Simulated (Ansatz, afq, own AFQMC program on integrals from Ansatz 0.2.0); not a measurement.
Where AFQMC and coupled cluster stand for H2Br, doublet

```yaml
atoms:
  - { symbol: Br, position_ang: [0.0000, 0.0000, -1.6203] }
  - { symbol: H, position_ang: [0.0000, 0.0000, 0.4377] }
  - { symbol: H, position_ang: [0.0000, 0.0000, 1.1827] }
```

Basis cc-pVTZ. Noble-gas cores (and the filled d shells of Ga–Kr and In–Xe) are frozen. Integrals, coupled cluster, full CI and functionals: Ansatz 0.2.0; the random walks run on the same integrals in our own AFQMC program. ph-AFQMC/CISD is guided by a CISD state made of CCSD amplitudes; releasing the constraint for a short imaginary time cuts its bias at the price of noise, slowly where states lie close. Error bars are statistical, one sigma. No spin–orbit coupling.

Determinant: UHF, the one that the program's search chose, which needn't be the lowest solution. The geometry is a point of a scan.

No full CI on the walks' own integrals is used here; CCSDT(Q) serves as the reference and is uncertain by about the last step of the cluster series.

Cautions: no relativity below Rb; no spin-orbit coupling; inner d shell frozen; the released energies move by 1.5 errors or more from one time to the next, so no released level is given (meV from the phaseless value at times in 1/Eh: -3.3 ± 2.4 at 0.24, -5.1 ± 1.7 at 0.51, -8.0 ± 2.1 at 0.99, -6.0 ± 1.6 at 1.62, -10.5 ± 1.7 at 2.40).

- T1 diagnostic: 0.0090
- weight of the determinant in the CISD state: 0.916
- ⟨S²⟩ of the determinant: 0.763
- size of the correlated space: 9 electrons in 57 orbitals

| level | correlation energy (eV) |
| --- | --- |
| MP2 | -4.6715 |
| CCSD | -5.4003 |
| CCSD(T) | -5.5430 |

(1) Estimate where phaseless AFQMC with a CISD trial lies against CCSD(T) on the same integrals.

(1) 0.33 ± 0.05 kcal/mol below CCSD(T).

Reference: CCSDT(Q), correlation energy -5.564 eV.

```json
{"level": "CCSD(T)", "E − E(reference) (kcal/mol)": "0.47", "share of correlation (%)": "99.63"}
{"level": "CCSDT", "E − E(reference) (kcal/mol)": "0.09", "share of correlation (%)": "99.93"}
{"level": "ph-AFQMC/CISD", "E − E(reference) (kcal/mol)": "0.14 ± 0.05", "share of correlation (%)": "99.89"}
```

A walk keeps the symmetry of its determinant, which the program's search chose and which needn't be the lowest solution, so a lower state of the same spin and another symmetry isn't excluded.
